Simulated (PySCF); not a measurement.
disilane anion (H6Si2), SMILES [SiH3][SiH3] (connectivity only; charge and spin as stated), charge -1, multiplicity 2.

Geometry: TPSSh-D3(BJ)/def2-SVPD. The spin state was assumed, not searched.

Two levels are set side by side: PBE/def2-TZVPD (PySCF) and r2SCAN/def2-TZVPD (PySCF). Same geometry, gas phase. Differences are taken from unrounded values.

```csv
quantity,r2SCAN
α-spin orbital gap (eV),2.56
β-spin orbital gap (eV),4.38
mean polarisability (bohr³),121.3
```

**Question.** What does PBE give, and how far is it from r2SCAN? (Estimate from the structure and the level; the computed values follow.)

**Answer.** 
```
quantity                       PBE  PBE minus r2SCAN
---------------------------  -----  ----------------
α-spin orbital gap (eV)       1.87             -0.69
β-spin orbital gap (eV)       3.79             -0.59
mean polarisability (bohr³)  128.7               7.4
```

Rough cost on one machine, each run with all the roots and properties that it gave: r2SCAN against PBE within a factor of 2.
